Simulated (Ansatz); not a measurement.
We consider fcc Sr, described by r²SCAN+rVV10 (plane waves, PAW; Ansatz, a first-principles code).

Numerical settings: plane-wave cutoff 560 eV, 16×16×16 k mesh, Fermi–Dirac smearing 0.05 eV, scalar-relativistic PAW data made under PBE.

Computed at the level's own relaxed cell.

Estimate the equilibrium volume per atom, bulk modulus B0, lattice constant a and pressure derivative B′ of the bulk modulus that the calculation returns.


equilibrium volume per atom: 55.74 Å³/atom
bulk modulus B0: 11.9 GPa
lattice constant a: 6.064 Å
pressure derivative B′ of the bulk modulus: 2.6

The run finds no gap.

Measured, for comparison: equilibrium volume per atom 55.22 Å³/atom, lattice constant a 6.045 Å (low-temperature or extrapolated to 0 K; zero-point anharmonic expansion removed; as tabulated in Csonka et al. (2009), arXiv:0903.4037); bulk modulus 12.5 GPa (corrected for temperature and zero-point phonon effects, our sources range from 12.0 to 12.5; as tabulated in Levämäki et al. (2014), arXiv:1402.3671). Computed (rounded) less measured: equilibrium volume per atom +0.9 %, bulk modulus -5 % (-0.8 % to -5 % over the range), lattice constant a +0.3 %.

Static lattice: no zero-point or thermal effects.
